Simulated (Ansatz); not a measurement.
# AlPH2 (singlet): wave-function methods side by side, 6-31G

How much of the correlation energy of AlPH2 (singlet) does each wave-function method recover here?

Program: Ansatz 0.2.0, Gaussian basis. Level of theory: 6-31G, core rule «outside noble gas», up to 10 orbitals frozen. These are calculated values, not measurements.

Plan: UHF; CCSD(T) on RHF; CCSD(T) on UHF; BCCD(T) on RHF; CISD; CCSDT(Q) on RHF; CCSDT(Q) on UHF; CISDTQ; CCSDTQ on RHF; CCSDTQ on UHF; CASSCF and MRCISD+Q, 10 electrons in 10 orbitals; CASSCF and NEVPT2, 10 electrons in 10 orbitals; Full CI.

6 further runs of the same task are left out: 6 set aside as unsound or not needed.

## Step 1: The system

The geometry is a PBE0/def2-TZVP stationary point (not a proven minimum) of the parent state, kept for this charge and spin.

4 atoms, charge 0, spin multiplicity 1.

Atoms are counted from 1 here; the program's logs count them from 0.

Bond lengths: Al1–P2 2.334 Å, Al1–H3 1.588 Å, Al1–H4 1.588 Å. Angles: P2–Al1–H3 119.7°, P2–Al1–H4 119.7°, H3–Al1–H4 120.5°.

## Step 2: UHF

File in.yaml:

```yaml
crystal:
  periodic: [false, false, false]
  atoms:
    - {symbol: Al, position_ang: [0.000000, 0.000000, 1.179176]}
    - {symbol: P, position_ang: [0.000000, 0.000000, -1.155185]}
    - {symbol: H, position_ang: [0.000000, 1.378539, 1.966597]}
    - {symbol: H, position_ang: [0.000000, -1.378539, 1.966597]}
basis:
  gaussian: {orbitals: 6-31G}
magnetization: {spin_polarized: true, initial_magnetization: 0}
hamiltonian: {xc: hf}
output: {orbitals: {seedname: orbitals}}
```

Started as:

```
$ ansatz run in.yaml --threads 1 --pin off --events-out ev --progress --plain --max-ram 3968MiB --backend cpu
```

After this run come: CCSD(T) on RHF; CCSD(T) on UHF; BCCD(T) on RHF; CISD; CCSDT(Q) on RHF; CCSDT(Q) on UHF; CISDTQ; CCSDTQ on RHF; CCSDTQ on UHF; CASSCF and MRCISD+Q, 10 electrons in 10 orbitals; CASSCF and NEVPT2, 10 electrons in 10 orbitals; Full CI.

**Question.** What will the summary of the whole plan be? Wanted: FCI below the RHF energy; RMP2 from FCI; RCCSD from FCI; RCCSD(T) from FCI; RCCSDT(Q) from FCI; NEVPT2 valence from FCI; MRCISD+Q valence from FCI; T1 diagnostic; effectively unpaired electrons.

**Answer**, as computed:

```
                         quantity                                                                                    value
         FCI below the RHF energy                                                                               -2.8200 eV
                    RMP2 from FCI                                                                          +19.99 kcal/mol
                   RCCSD from FCI                                                                           +2.55 kcal/mol
                RCCSD(T) from FCI                                                                           +0.88 kcal/mol
               RCCSDT(Q) from FCI                                                                           +0.04 kcal/mol
          NEVPT2 valence from FCI                                                                           +5.80 kcal/mol
        MRCISD+Q valence from FCI                                                                           +0.56 kcal/mol
levels within 1 kcal/mol (43 meV)  RCCSD(T), BCCD(T), RCCSDT, CISDTQ, RCCSDT(Q), RCCSDTQ, MRCISD valence, MRCISD+Q valence
                    T1 diagnostic                                                                                    0.028
   effectively unpaired electrons                                                                                     0.18
```

**Reading.** RCCSD(T) misses by +0.88 kcal/mol, 1.4 % of the correlation energy. One determinant dominates. Of the multireference levels listed MRCISD+Q valence comes nearest in total energy (+0.56 kcal/mol), which doesn't show that its space is the better one. These misses are within one basis, not against nature.
